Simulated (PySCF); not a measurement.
Isomers of C5H7Cl. Theory: PBE0-D3(BJ)/def2-SVP geometry optimisation, gas phase (PySCF 2.14.0). One conformer each; no zero-point energy, no entropy. No frequencies were run at this level. Point groups hold within 0.08 Å.

Task: Order them by energy at this level, lowest first, and give relative energies in kJ/mol.
A. `[CH2:1]=[C:2]([Cl:3])/[CH:4]=[CH:5]\[CH3:6]` with C1–C2–C4–C5 -179°
B. `C[C@@]12C[C@@H]1[C@@H]2Cl`

Result: A (0.0), B (46.4).

As drawn, the lower has a C=C bond outside aromatic rings, which the higher lacks; the higher has a three-membered ring and a quaternary carbon, which the lower lacks.

```csv
SMILES,E (Eh),E rel (kJ/mol),dipole (D),point group,"A, B, C (MHz)"
C=C(Cl)/C=C\C,-654.23700,0.0,1.14,Cs,"4228, 2312, 1509"
C[C@@]12C[C@@H]1[C@@H]2Cl,-654.21932,46.4,2.95,C1,"5740, 1977, 1759"
```

Task: How do the relative energies change in single points at B3LYP/def2-SVPD (no added dispersion term) on the same geometries?

Result: 
```json
{"SMILES": "C=C(Cl)/C=C\\C", "PBE0-D3(BJ)/def2-SVP (kJ/mol)": "0.0", "B3LYP/def2-SVPD (kJ/mol)": "0.0", "shift": "0.0"}
{"SMILES": "C[C@@]12C[C@@H]1[C@@H]2Cl", "PBE0-D3(BJ)/def2-SVP (kJ/mol)": "46.4", "B3LYP/def2-SVPD (kJ/mol)": "81.9", "shift": "+35.5"}
```

Each column counts from its own lowest isomer. The order is unchanged; the largest shift is 35.5 kJ/mol.
